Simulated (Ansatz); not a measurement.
Input file:

```yaml
crystal:
  periodic: [false, false, false]
  atoms:
    - {symbol: C, position_ang: [0.000000, -0.059567, 0.000000]}
    - {symbol: H, position_ang: [0.000000, 0.354901, -0.996161]}
    - {symbol: H, position_ang: [0.000000, 0.354901, 0.996161]}
basis:
  gaussian: {orbitals: cc-pVDZ}
total_charge: 1
magnetization: {spin_polarized: true, initial_magnetization: 1}
correlation: {method: ccsdtq, electrons: outside_noble_gas}
```

```sh
$ ansatz run in.yaml --threads 1 --pin off --events-out ev --progress --plain --max-ram 2393MiB
```

(1) Roughly how long does this take on 1 thread of Arm Neoverse V1, shared host, and how much host memory?

```
405 factors; integrals over basis functions are off by at most 1.9e-7 eV
mean field evaluation 1: about -1049.1427 eV, gradient 7.4e0 eV
mean field evaluation 2: about -1049.1422 eV, gradient 7.4e0 eV
mean field evaluation 4: about -1049.5631 eV, gradient 6.0e-1 eV
mean field evaluation 8: about -1049.5692 eV, gradient 2.2e-3 eV
mean field evaluation 16: about -1048.9105 eV, gradient 4.2e0 eV
mean field evaluation 32: about -1048.4237 eV, gradient 6.6e-4 eV
mean field -1049.56921412 eV, -38.5709571955 hartree, gradient 2.1e-6 eV, S^2 0.754428; 3 other end points of the search recorded, 0 dependent functions left out
determinant -1049.56921412 eV, -38.5709571955 hartree, with singles and doubles -1052.17033134 eV, -38.6665464901 hartree
determinant -1048.42373500 eV, -38.5288616140 hartree, with singles and doubles -1051.11903478 eV, -38.6279120542 hartree
1 core orbitals not correlated: weight in the atoms' cores, before any rotation towards them, 1.000 or more for the frozen orbitals, at most 0.000 for the correlated occupied ones
reference -1049.56921412 eV, -38.5709571955 hartree; 3, 2 occupied and 20, 21 virtual orbitals, 405 factors
second order -2.03191090 eV of doubles, -0.00000000 eV of singles
cycle   1  -2.43977516 eV  change   -4.1e-1 eV  update   4.1e-2
cycle   2  -2.62908637 eV  change   -1.9e-1 eV  update   1.7e-2
cycle   3  -2.63969247 eV  change   -1.1e-2 eV  update   5.0e-3
cycle   4  -2.64233022 eV  change   -2.6e-3 eV  update   1.7e-3
cycle   5  -2.64202665 eV  change    3.0e-4 eV  update   6.1e-4
cycle   6  -2.64196891 eV  change    5.8e-5 eV  update   1.8e-4
cycle   7  -2.64206058 eV  change   -9.2e-5 eV  update   6.0e-5
cycle   8  -2.64204753 eV  change    1.3e-5 eV  update   2.2e-5
cycle   9  -2.64203796 eV  change    9.6e-6 eV  update   8.0e-6
cycle  10  -2.64204305 eV  change   -5.1e-6 eV  update   2.8e-6
cycle  11  -2.64204302 eV  change    3.4e-8 eV  update   9.3e-7
cycle  12  -2.64204260 eV  change    4.1e-7 eV  update   3.4e-7
cycle  13  -2.64204229 eV  change    3.2e-7 eV  update   1.1e-7
Total energy: -1052.21125641 eV, -38.6680504587 hartree
```

For the same geometry and basis full CI lies 0.5 meV higher.

Answers

(1) 8.5 s wall and 0.16 GiB.
